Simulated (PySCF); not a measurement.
All of these have the formula C4H7N. The calculation used TDDFT CAM-B3LYP/def2-SVPD, vertical, gas phase, core orbitals frozen in the response (PySCF 2.14.0, density-fitted response routines). Geometries: PBE0-D3(BJ)/def2-SVP; one conformer of each isolated species. Triplets are in the Tamm–Dancoff approximation.

Task: Rank by computed lowest singlet excitation energy, lowest first.
A. `[H]/N=C\C(=C)C`
B. `N[C@@H]1C=CC1`
C. `C=C/C=N\C`
D. `CCC1=NC1`
E. `C#C[C@@H](C)N`
F. `C=CCN=C`

Result: C (4.17 eV), A (4.84 eV), F (4.98 eV), D (5.50 eV), B (5.95 eV), E (6.35 eV).

```csv
SMILES,S1 (eV),first f ≥ 0.01 (nm),f (S1),α (au),T1 (eV),S1 mainly
C=C/C=N\C,4.17,209,0.001,61.5,3.32,H→L (94%)
[H]/N=C\C(=C)C,4.84,199,0.004,59.2,3.53,H-1→L (93%)
C=CCN=C,4.98,182,0.001,58.8,4.15,H→L (90%)
CCC1=NC1,5.50,174,0.000,53.3,4.76,H→L (72%)
N[C@@H]1C=CC1,5.95,183,0.006,54.7,4.23,H→L (94%)
C#C[C@@H](C)N,6.35,166,0.004,56.7,5.35,H→L (50%)
```

H and L stand for HOMO and LUMO.

- `C=C/C=N\C`: Löwdin shares by element: HOMO nitrogen 58%, carbon 29% or more; LUMO carbon 62% or more, nitrogen 21% (atoms not listed hold the other 17%).
- `[H]/N=C\C(=C)C`: Löwdin shares by element: HOMO carbon 68% or more, nitrogen 17% (atoms not listed hold the other 15%); LUMO carbon 62% or more, nitrogen 22% (atoms not listed hold the other 16%).
- `C=CCN=C`: Löwdin shares by element: HOMO nitrogen 60%, carbon 24% or more, hydrogen 6% or more; LUMO carbon 32% or more, nitrogen 29%, hydrogen 15% or more (atoms not listed hold the other 24%).
- `CCC1=NC1`: Löwdin shares by element: HOMO carbon 53% or more, nitrogen 41%; LUMO carbon 47% or more, nitrogen 24% (atoms not listed hold the other 29%).
- `N[C@@H]1C=CC1`: Löwdin shares by element: HOMO nitrogen 49%, carbon 30% or more (atoms not listed hold the other 21%); LUMO carbon 47% or more, hydrogen 7% or more, nitrogen 7% (atoms not listed hold the other 39%).
- `C#C[C@@H](C)N`: Löwdin shares by element: HOMO nitrogen 49%, carbon 22% or more, hydrogen 8% or more (atoms not listed hold the other 22%); LUMO carbon 26% or more, hydrogen 24% or more (atoms not listed hold the other 50%).
